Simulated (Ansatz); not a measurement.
A run of Ansatz (development build ahead of 0.2.0) on doublet SH at this shape:

```xyz
2

S    -0.0739    0.1373   -0.1087
H    -0.0046    0.0290    1.3694
```

Its results:

```
Converged                       : yes
Reference energy                : -398.08383 hartree
Correlation energy              : -0.12177 hartree
Total energy                    : -398.20561 hartree
Spin squared of the determinant : 0.761
```

Which input gives this output? Name the method, the orbitals and the basis set, and write the input.

UHF-MP2 in aug-cc-pVDZ.

```yaml
crystal:
  periodic: [false, false, false]
  atoms:
    - { symbol: S, position_ang: [-0.07392, 0.13728, -0.10869] }
    - { symbol: H, position_ang: [-0.00455, 0.02895, 1.36943] }
basis:
  gaussian: { orbitals: aug-cc-pVDZ }
magnetization:
  spin_polarized: true
  initial_magnetization: 1
hamiltonian:
  xc: hf
correlation:
  method: mp2
  frozen_orbitals: { H: 0, S: 5 }
```
